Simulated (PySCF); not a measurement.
Molecule: C₄H₃O, net charge 0, doublet state. It need not be the lowest isomer of its formula. SMILES: [c]1ccoc1
Coordinates optimised at B3LYP-D3(BJ)/def2-TZVP (Ansatz):
```
C
C 1 1.3597
O 1 1.3623 2 111.31
C 3 1.3750 1 107.24 2 0.00
C 4 1.3449 3 107.67 1 0.00
H 4 1.0735 5 135.60 2 -180.00
H 2 1.0757 1 127.24 3 -180.00
H 1 1.0759 2 132.88 7 0.00
```
Charge 0, spin multiplicity 2.

Dispersion corrections to the total energy (kcal/mol) from the dftd3 and dftd4 libraries through PySCF: D3(BJ) without and D4 with the three-body term, each with the damping fitted for the functional named.

```tsv
functional	D3(BJ)	D4
CAM-B3LYP	-2.62	(withheld)
BHLYP	-4.83	-4.09
BP86	(withheld)	-4.70
PW6B95	-1.65	-3.35
B2GP-PLYP	-2.15	(withheld)
B3LYP	-6.25	-5.93
BLYP	-7.70	-8.47
```

Fill in the missing entries.


- CAM-B3LYP, D4: -2.99
- BP86, D3(BJ): -5.51
- B2GP-PLYP, D4: -1.48
